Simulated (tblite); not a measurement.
Planning a molecular-dynamics run on `CC[C@@H]1CCN1`.

Method: GFN2-xTB Langevin dynamics, gas phase (tblite 0.8.0). Geometry: GFN2-xTB. Work: Langevin dynamics, 2000 steps. A driver script takes a list of jobs; this job's settings line and coordinates (Å) are shown.

Command:
```bash
OMP_NUM_THREADS=1 python probes_run.py task.json out
```

Input:
```
{"job": {"kind": "md", "xc": "GFN2-xTB", "basis": "xTB", "temperature": 300, "steps": 2000, "every": 50, "frames": 5}, "charge": 0, "multiplicity": 1}
C      2.272259     0.128655     0.086659
C      1.077846    -0.771767     0.377218
C     -0.208779    -0.215211    -0.217087
C     -0.834000     1.017759     0.459203
C     -2.148019     0.227799     0.473462
N     -1.403548    -0.988578     0.144038
H      2.116391     1.118908     0.508667
H      3.178404    -0.291410     0.516410
H      2.419241     0.234022    -0.986418
H      0.942863    -0.884047     1.453825
H      1.251118    -1.765901    -0.040084
H     -0.081161    -0.068674    -1.300234
H     -0.830910     1.940552    -0.114970
H     -0.435663     1.200608     1.453457
H     -2.858535     0.557921    -0.293575
H     -2.667427     0.154702     1.431502
H     -1.797078    -1.583307    -0.575425
```

Hardware: Arm Neoverse N1, one thread, no GPU, shared host.

Problem. Estimate the wall time.

Solution. About 14 s. That is 7 ms a step, or 260 ps of dynamics an hour.

Problem. How much memory does it need at the peak?

Solution. About 0.18 GiB. Peak memory is the resident size of the whole Python process, interpreter and libraries included.

Problem. At this speed, how long would 1000 such jobs take on 64 cores, one job a core?

Solution. 1000/64 gives 16 rounds of 14 s, about 3.7 min of wall time and 3.9 core-hours, if the jobs don't slow each other.

The host was shared with other jobs, so the times are rough.
